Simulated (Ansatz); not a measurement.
C₄H₆O (`C1=CCOC1`), relaxed with RKS PBE-D4/def2-SVP in Ansatz 0.2.0 from a rough embedded geometry. The force threshold is 0.03 eV/Å; the program also tests the step.

Total charge 0; spin multiplicity 1.

Start:

```xyz
11

C    -0.656    0.805    0.409
C     0.206    0.929   -0.583
C     0.886   -0.383   -0.824
O     0.327   -1.281    0.124
C    -0.632   -0.602    0.922
H    -1.302    1.552    0.829
H     0.432    1.802   -1.165
H     1.974   -0.317   -0.673
H     0.705   -0.761   -1.840
H    -1.609   -1.095    0.821
H    -0.332   -0.649    1.979
```

(1) By how much does the energy fall, and how many steps does the optimiser take? (An estimate is asked.)

(2) Which bonds change most? (Estimate.)

(3) Give the relaxed structure. (Best estimate.)

Results:

(1) Computed: 7.62 kJ/mol, in 3 steps.

(2) Ansatz gave: C1–H6 from 1.073 to 1.100 Å; C2–H7 from 1.074 to 1.100 Å; C1–C2 from 1.320 to 1.344 Å; C3–H9 from 1.099 to 1.120 Å.

(3) The calculation gave: 
```xyz
11

C    -0.664    0.803    0.418
C     0.214    0.930   -0.592
C     0.894   -0.391   -0.829
O     0.330   -1.287    0.126
C    -0.634   -0.611    0.929
H    -1.315    1.588    0.830
H     0.427    1.839   -1.173
H     2.004   -0.324   -0.695
H     0.726   -0.772   -1.869
H    -1.633   -1.112    0.844
H    -0.349   -0.663    2.010
```
